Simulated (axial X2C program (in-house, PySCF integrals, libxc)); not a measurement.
Spectroscopic constants of MgSi⁺

All values were computed with an in-house relativistic program for diatomic molecules. Spin-free means the one-electron spin-free X2C Hamiltonian; two-component (2c) means X2C with spin–orbit coupling and atomic mean-field two-electron Coulomb and Gaunt terms, so the difference of the two also holds small scalar two-electron terms. Basis: Si dyall-v3z [8s7p2d1f], Mg dyall-cv3z [9s8p6d3f] (cores contracted in-house); Gaussian nuclei, density fitting, unrestricted open shells. Masses: Si 27.977 u, Mg 23.985 u.

Input file and command:
```json
{
 "zs": [
  14,
  12
 ],
 "q": 1,
 "bas": [
  "dyall-v3z",
  "dyall-cv3z"
 ],
 "levels": [
  "PBE0",
  "HF",
  "PW91"
 ],
 "cc": true,
 "r0": 2.55,
 "thr": -2.0,
 "nmax": 90,
 "npts": 10,
 "nst": 2,
 "ntry": 6
}
```
```bash
python so2c.py task.json out
```

Keys: zs atomic numbers; q charge; bas basis sets; levels methods; cc coupled cluster on or off; r0 starting distance in Å; thr threshold in hartree for freezing inner shells (an s shell follows its p shell); nmax most natural virtual spinors; npts points on the curve; nst determinants followed; ntry starts of the search. HF also brings MP2.

State, spin-free: M_S = 1/2, Λ = 1 (beyond evenly filled blocks: π+α); electrons by block: σα: 8, σβ: 8, π+α: 3, π+β: 2, π-α: 2, π-β: 2. Fragments: Si + Mg+.

State, 2c: Ω = 1/2 (⟨Sz⟩ = -0.50, ⟨Lz⟩ = 1.00 at PBE0); electrons by block: 1/2: 11, -1/2: 10, 3/2: 2, -3/2: 2. Fragments: Si + Mg+.

```json
{"Hamiltonian": "spin-free", "level": "PBE0", "Re (Å)": "2.699", "ωe (cm⁻¹)": "279.3", "ωexe (cm⁻¹)": "1.79", "Be (cm⁻¹)": "0.1793", "De (eV)": "1.75", "D0 (eV)": "1.73", "k (mdyn/Å)": "0.594", "μ (D)": "4.17"}
{"Hamiltonian": "spin-free", "level": "HF", "Re (Å)": "2.750", "ωe (cm⁻¹)": "263.7", "ωexe (cm⁻¹)": "1.46", "Be (cm⁻¹)": "0.1727", "De (eV)": "0.586", "D0 (eV)": "0.570", "k (mdyn/Å)": "0.529", "μ (D)": "4.72"}
{"Hamiltonian": "spin-free", "level": "MP2", "Re (Å)": "2.694", "ωe (cm⁻¹)": "291.4", "ωexe (cm⁻¹)": "1.53", "Be (cm⁻¹)": "0.1799", "De (eV)": "1.44", "D0 (eV)": "1.42", "k (mdyn/Å)": "0.646", "μ (D)": "n/a"}
{"Hamiltonian": "spin-free", "level": "CCSD", "Re (Å)": "2.717", "ωe (cm⁻¹)": "278.0", "ωexe (cm⁻¹)": "1.45", "Be (cm⁻¹)": "0.1768", "De (eV)": "1.64", "D0 (eV)": "1.62", "k (mdyn/Å)": "0.588", "μ (D)": "n/a"}
{"Hamiltonian": "spin-free", "level": "CCSD(T)", "Re (Å)": "2.716", "ωe (cm⁻¹)": "277.7", "ωexe (cm⁻¹)": "1.47", "Be (cm⁻¹)": "0.1769", "De (eV)": "1.72", "D0 (eV)": "1.70", "k (mdyn/Å)": "0.587", "μ (D)": "n/a"}
{"Hamiltonian": "spin-free", "level": "PW91", "Re (Å)": "2.709", "ωe (cm⁻¹)": "274.3", "ωexe (cm⁻¹)": "1.65", "Be (cm⁻¹)": "0.1779", "De (eV)": "1.94", "D0 (eV)": "1.93", "k (mdyn/Å)": "0.572", "μ (D)": "3.89"}
{"Hamiltonian": "2c", "level": "PBE0", "Re (Å)": "2.699", "ωe (cm⁻¹)": "279.1", "ωexe (cm⁻¹)": "1.79", "Be (cm⁻¹)": "0.1792", "De (eV)": "1.76", "D0 (eV)": "1.74", "k (mdyn/Å)": "0.593", "μ (D)": "4.17"}
{"Hamiltonian": "2c", "level": "HF", "Re (Å)": "2.750", "ωe (cm⁻¹)": "263.4", "ωexe (cm⁻¹)": "1.46", "Be (cm⁻¹)": "0.1726", "De (eV)": "0.594", "D0 (eV)": "0.577", "k (mdyn/Å)": "0.528", "μ (D)": "4.71"}
{"Hamiltonian": "2c", "level": "MP2", "Re (Å)": "2.695", "ωe (cm⁻¹)": "291.1", "ωexe (cm⁻¹)": "1.51", "Be (cm⁻¹)": "0.1798", "De (eV)": "1.46", "D0 (eV)": "1.44", "k (mdyn/Å)": "0.645", "μ (D)": "n/a"}
{"Hamiltonian": "2c", "level": "CCSD", "Re (Å)": "2.718", "ωe (cm⁻¹)": "277.8", "ωexe (cm⁻¹)": "1.47", "Be (cm⁻¹)": "0.1767", "De (eV)": "1.65", "D0 (eV)": "1.63", "k (mdyn/Å)": "0.587", "μ (D)": "n/a"}
{"Hamiltonian": "2c", "level": "CCSD(T)", "Re (Å)": "2.717", "ωe (cm⁻¹)": "277.5", "ωexe (cm⁻¹)": "1.49", "Be (cm⁻¹)": "0.1768", "De (eV)": "1.73", "D0 (eV)": "1.72", "k (mdyn/Å)": "0.586", "μ (D)": "n/a"}
{"Hamiltonian": "2c", "level": "PW91", "Re (Å)": "2.709", "ωe (cm⁻¹)": "274.0", "ωexe (cm⁻¹)": "1.64", "Be (cm⁻¹)": "0.1778", "De (eV)": "1.95", "D0 (eV)": "1.94", "k (mdyn/Å)": "0.571", "μ (D)": "3.89"}
```

Correlated methods: 5 electrons correlated (number of frozen shells: Si 2 s, 1 p; Mg 2 s, 1 p), 215 virtual spin orbitals or spinors in MP2, 84 natural virtuals in coupled cluster.

Dipoles are positive if Mg is the positive end and refer to the centre of mass.

One determinant describes the state; a PBE0 search over occupations chose it and may have missed a lower one. De is counted from the lowest determinant-based energies of the atoms at the same level, without counterpoise correction. Density functionals use the spin component along the axis (collinear). Coupled cluster ran in a truncated set of natural virtual spinors; the MP2 energy of the rest was added. (T) has no such correction and the atoms are truncated less, which lowers De at CCSD(T) by a hundredth of an eV or more. In 2c an atomic determinant is not the ground J level, so De misses part of the atomic spin–orbit lowering. This holds for PBE0, MP2, CCSD, CCSD(T), PW91. The functionals have no current-density term, which raises determinants with orbital currents, atoms included. The determinant is spin-polarised beyond a pure state at some levels (its spin-free form has ⟨S²⟩ too high), which makes Re and μ there less reliable.

Rough cost a point (2c) on 1 thread(s) of a shared host, integrals apart: PBE0 0.22 s, HF 0.16 s, CCSD(T) 1 s, PW91 0.18 s.

The whole task took 38 s on 1 thread of Arm Neoverse V2, on a shared host.
